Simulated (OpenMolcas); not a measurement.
## CH5NSi (SMILES C[Si]N): methods side by side

The species is CH5NSi (8 atoms), meant as a singlet with charge 0. SMILES: `C[Si]N`. Geometry: relaxed at PBE0-D4/def2-TZVP. This is one conformer, not always the lowest.

Each level gives the electronic atomisation energy (eV). The values are calculated. Electronic energies at fixed atoms, without zero-point motion or spin-orbit coupling.

```json
{"level": "SVWN5/def2-SVPD", "kind": "LDA", "program": "OpenMolcas", "value (eV)": "33.22", "CPU time (all runs)": "62 s"}
{"level": "BLYP/def2-SVPD", "kind": "GGA", "program": "OpenMolcas", "value (eV)": "29.07", "CPU time (all runs)": "70 s"}
{"level": "revPBE/def2-SVPD", "kind": "GGA", "program": "OpenMolcas", "value (eV)": "28.66", "CPU time (all runs)": "69 s"}
{"level": "TPSS/def2-SVPD", "kind": "meta-GGA", "program": "OpenMolcas", "value (eV)": "29.30", "CPU time (all runs)": "88 s"}
{"level": "r2SCAN/def2-SVPD", "kind": "meta-GGA", "program": "OpenMolcas", "value (eV)": "29.01", "CPU time (all runs)": "2 min"}
{"level": "BHLYP/def2-SVPD", "kind": "global hybrid", "program": "OpenMolcas", "value (eV)": "28.35", "CPU time (all runs)": "83 s"}
{"level": "M06-2X/def2-SVPD", "kind": "hybrid meta-GGA", "program": "OpenMolcas", "value (eV)": "29.16", "CPU time (all runs)": "1.7 min"}
{"level": "PBE0/def2-SVPD", "kind": "global hybrid", "program": "OpenMolcas", "value (eV)": "29.08", "CPU time (all runs)": "75 s"}
```

The values span 28.35 to 33.22 eV. Times are those of the runs behind each value, whatever else they computed, on shared processors of several kinds: orders of magnitude only.
